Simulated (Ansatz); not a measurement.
# CH₇BSi: a ladder of functionals and wavefunction methods

How much do the methods differ for CH₇BSi? The plan is to run it at one geometry with functionals of several rungs and with coupled cluster, and see how far each lands from CCSD(T) at the basis-set limit for the atomisation energy.

The runs use Ansatz 0.2.0, Gaussian basis; functionals in def2-TZVPP, the program's frozen cores in correlated methods.

Plan: LDA (SPW92), PBE-D4, revPBE-D4, BLYP-D4, r2SCAN-D4, B97M-V, PBE0-D4, B3LYP-D4, r2SCANh-D4, r2SCAN0-D4, HSE06-D4, BHLYP-D4, CAM-B3LYP-D4, LC-ωPBE, ωB97X-V, ωB97M-V, B2PLYP, PBE-QIDH; CCSD(T)/def2-SVP; CCSD(T)/def2-TZVPP; MP2/def2-QZVPP; extrapolation to the limit; RPA on PBE.

1 further run of the same task is left out (it didn't finish).

## Step 1: The relaxed structure

The geometry comes from an earlier relaxation with PBE0-D4 in a triple-zeta def2 set; it is a stationary point, not always the lowest conformer.

SMILES `CB[SiH3]`, 10 atoms, charge 0, spin multiplicity 1.

Atoms are counted from 1 here; the program's logs count them from 0.

Bond lengths: C1–B2 1.550 Å, C1–H4 1.106 Å, C1–H5 1.092 Å, C1–H6 1.091 Å, B2–Si3 2.018 Å, B2–H7 1.201 Å, Si3–H8 1.491 Å, Si3–H9 1.491 Å, Si3–H10 1.494 Å. Angles: B2–C1–H4 102.7°, B2–C1–H5 114.9°, B2–C1–H6 116.2°, H4–C1–H5 105.3°, H4–C1–H6 106.0°, H5–C1–H6 110.4°, C1–B2–Si3 124.4°, C1–B2–H7 118.6°, Si3–B2–H7 117.0°, B2–Si3–H8 111.7°, B2–Si3–H9 114.0°, B2–Si3–H10 107.9°, H8–Si3–H9 108.2°, H8–Si3–H10 107.1°, H9–Si3–H10 107.6°.

## Step 2: LDA

This LDA is Slater exchange with PW92 correlation.

The input, in.yaml:

```yaml
crystal:
  periodic: [false, false, false]
  atoms:
    - {symbol: C, position_ang: [-1.087858, 0.974956, -0.576913]}
    - {symbol: B, position_ang: [0.112022, 0.000328, -0.689947]}
    - {symbol: Si, position_ang: [1.014128, -0.883143, 0.884833]}
    - {symbol: H, position_ang: [-1.958392, 0.307457, -0.716175]}
    - {symbol: H, position_ang: [-1.157861, 1.712226, -1.379982]}
    - {symbol: H, position_ang: [-1.228599, 1.454133, 0.393409]}
    - {symbol: H, position_ang: [0.516787, -0.288162, -1.783731]}
    - {symbol: H, position_ang: [1.154229, -2.354129, 0.685516]}
    - {symbol: H, position_ang: [0.324945, -0.654189, 2.186687]}
    - {symbol: H, position_ang: [2.393701, -0.320777, 0.999304]}
basis:
  gaussian: {orbitals: def2-TZVPP}
hamiltonian: {xc: lda}
output: {orbitals: {seedname: orbitals}}
```

The runs that follow: PBE-D4 (GGA); revPBE-D4 (GGA); BLYP-D4 (GGA); r2SCAN-D4 (meta-GGA); B97M-V (meta-GGA); PBE0-D4 (hybrid); B3LYP-D4 (hybrid); r2SCANh-D4 (hybrid); r2SCAN0-D4 (hybrid); HSE06-D4 (hybrid); BHLYP-D4 (hybrid); CAM-B3LYP-D4 (range-separated); LC-ωPBE-D4 (range-separated); ωB97X-V (range-separated); ωB97M-V (range-separated); B2PLYP (double hybrid); PBE-QIDH (double hybrid); CCSD(T) in def2-SVP; CCSD(T) in def2-TZVPP; MP2 in def2-QZVPP; RPA on PBE orbitals.

Q: Predict the results of all the runs planned. Wanted: atomisation energy, CCSD(T)/CBS; farthest beyond LDA; mean size of error, GGA; mean size of error, meta-GGA; mean size of error, hybrid; mean size of error, range-separated; mean size of error, double hybrid; gap, smallest and largest; T1 diagnostic.

**Answer**, as computed:

```
                               quantity                                                                          value
        atomisation energy, CCSD(T)/CBS                                                                  3322.3 kJ/mol
 functionals within 16.6 kJ/mol (0.5 %)  PBE-D4, BLYP-D4, PBE0-D4, r2SCANh-D4, r2SCAN0-D4, HSE06-D4, LC-ωPBE, PBE-QIDH
                    farthest beyond LDA                                                       revPBE-D4 (-37.0 kJ/mol)
                mean size of error, GGA                                                                    22.2 kJ/mol
           mean size of error, meta-GGA                                                                    27.2 kJ/mol
             mean size of error, hybrid                                                                    10.4 kJ/mol
    mean size of error, range-separated                                                                    20.6 kJ/mol
      mean size of error, double hybrid                                                                    16.6 kJ/mol
              gap, smallest and largest                                      3.72 eV (LDA (SPW92)), 11.12 eV (LC-ωPBE)
                          T1 diagnostic                                                                         0.0117
triples share of the correlation energy                                                                          3.3 %
```

What this shows: The LDA atomisation energy is off by 367.9 kJ/mol (11 %): it overbinds. PBE-D4 is off by +15.1 kJ/mol. Double hybrids carry the basis error of their MP2 part in triple zeta, and no dispersion term here, so their miss is partly the set-up's. The rungs hybrid, double hybrid miss on average by less than the doubt on the reference (16.6 kJ/mol), so they tie. Misses under about 16.6 kJ/mol are within the doubt on the reference itself, which lacks core-valence correlation, relativity and higher excitations. Hartree-Fock recovers 78 % of the binding; the rest is correlation. CCSD(T) in def2-SVP is off by -147.9 kJ/mol, so the small basis spoils what the method gains. Orbital gaps span 3.7 to 11.1 eV; exact exchange widens them.
